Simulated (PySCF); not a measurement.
Difluoromethyl radical, CHF₂ (doublet state).
InChI=1S/CHF2/c2-1-3/h1H

Theory: PBE0-D3(BJ)/def2-SVP geometry optimisation, gas phase in PySCF.

Take the most abundant isotopes and a rigid rotor. 

Problem. Give the principal moments of inertia and the rotational constants in MHz.

Solution. Ia = 7.37, Ib = 45.61, Ic = 52.19 u·Å²; 505379 MHz·u·Å²/I gives A = 68607, B = 11080, C = 9683 MHz.

Problem. Classify the top.

Solution. A near-prolate asymmetric top: κ = (2 × 11080 − 68607 − 9683)/(68607 − 9683) = -0.95.

Problem. What does the inertial defect say?

Solution. Not planar: Δ = Ic − Ia − Ib = -0.79 u·Å². For a rigid frame Δ = −2 Σ m c², so Σ m c² = 0.39 u·Å² lies off the ab plane: 0.27 from hydrogen and 0.13 from heavier atoms. The atom farthest from that plane is 0.52 Å away.

Problem. Give the coordinates in the principal-axis frame, origin at the centre of mass.

Solution. The sense of each axis is arbitrary; atoms in the order of the calculation.
```tsv
atom	mass (u)	a (Å)	b (Å)	c (Å)
F1	18.998	-1.091	-0.204	-0.017
C2	12.000	0.000	0.525	0.098
F3	18.998	1.091	-0.204	-0.017
H4	1.008	0.000	1.439	-0.516
```

Problem. List the rotational levels J(Ka,Kc) to J = 2 (cm⁻¹).

Solution. Above 0(0,0):
J = 1: 1(0,1) 0.6926, 1(1,1) 2.6115, 1(1,0) 2.6581
J = 2: 2(0,2) 2.0769, 2(1,2) 3.9501, 2(1,1) 4.0899, 2(2,1) 9.8465, 2(2,0) 9.8473
The levels of one J sum to (2J + 1)J(J + 1)(A + B + C)/3.

Problem. Which lines would a microwave search look for?

Solution. The dipole components are |μa| = 0.00 D, |μb| = 1.19 D, |μc| = 0.50 D; the mirror of this Cs structure is the bc plane, so μa vanishes by symmetry and there are no a-type lines. Intensities carry the squares of the components, which stand as 1.00 : 0.18 (b : c). Some lines, for components of 0.1 D or more:

```
type  branch         J(Ka,Kc)     MHz  lower level (cm⁻¹)
   b       R  3(0,3) ← 2(1,2)    6035               3.950
   c       Q  3(1,3) ← 3(0,3)   54145               4.151
   c       Q  2(1,2) ← 2(0,2)   56155               2.077
   c       Q  1(1,1) ← 1(0,1)   57527               0.693
   b       Q  2(1,1) ← 2(0,2)   60346               2.077
   b       Q  3(1,2) ← 3(0,3)   62525               4.151
   c       R  1(1,0) ← 0(0,0)   79687               0.000
   c       R  2(1,1) ← 1(0,1)  101847               0.693
   b       R  3(1,3) ← 2(0,2)  116335               2.077
   b       Q  3(2,1) ← 3(1,2)  170626               6.237
   c       R  2(2,0) ← 1(1,0)  215529               2.658
   b       R  2(2,0) ← 1(1,1)  216926               2.611
   b       R  3(2,2) ← 2(1,1)  234870               4.090
   c       R  3(2,1) ← 2(1,1)  234996               4.090
   c       R  3(2,2) ← 2(1,2)  239061               3.950
   b       R  3(2,1) ← 2(1,2)  239187               3.950
   b       Q  3(3,1) ← 3(2,2)  291141              11.924
   b       R  3(3,1) ← 2(2,0)  353406               9.847
```

For this open shell read J as N, the rotation without spin; fine and hyperfine splittings come on top. Not checked by PBE0-D3(BJ)/def2-SVP frequencies. ⟨S²⟩ = 0.752 (exact for a doublet: 0.75). Constants of a rigid frame at the computed geometry: no zero-point averaging, no centrifugal distortion.
